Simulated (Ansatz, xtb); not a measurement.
Bonds broken one at a time in the series Ga F-OH. Isolated molecules, 0 K electronic values unless said otherwise. One relaxed conformer stands for each flexible species; it need not be the lowest. Strings in code marks are SMILES.

Quantity: homolytic bond dissociation enthalpy at 298 K (no spin–orbit term), in eV. Thermal and zero-point terms are GFN2-xTB rigid-rotor harmonic values (xtb).

Case: O–Ga bond of `[OH][Ga]([OH])[F]` (H–O–Ga–F torsion 0°, F–Ga–O–H torsion -180°), giving `[OH]` and `[OH][Ga][F]` (H–O–Ga–F torsion 180°). Geometry of `[OH][Ga]([OH])[F]` (neutral, multiplicity 1, Å):

```xyz
6

O     -1.3247    -0.7344     0.0617
Ga     0.0855     0.3493     0.0017
O      1.7552    -0.2352    -0.1033
F     -0.1679     2.0831     0.0477
H     -2.1649    -0.2662     0.1167
H      1.8168    -1.1965    -0.1245
```

**Question.** Predict the homolytic bond dissociation enthalpy at 298 K (no spin–orbit term) from frozen-core CCSD(T)/cc-pVTZ // B3LYP-D3(BJ)/def2-TZVP (Ansatz, a quantum-chemistry and plane-wave program).

**Answer.** 4.60 eV.
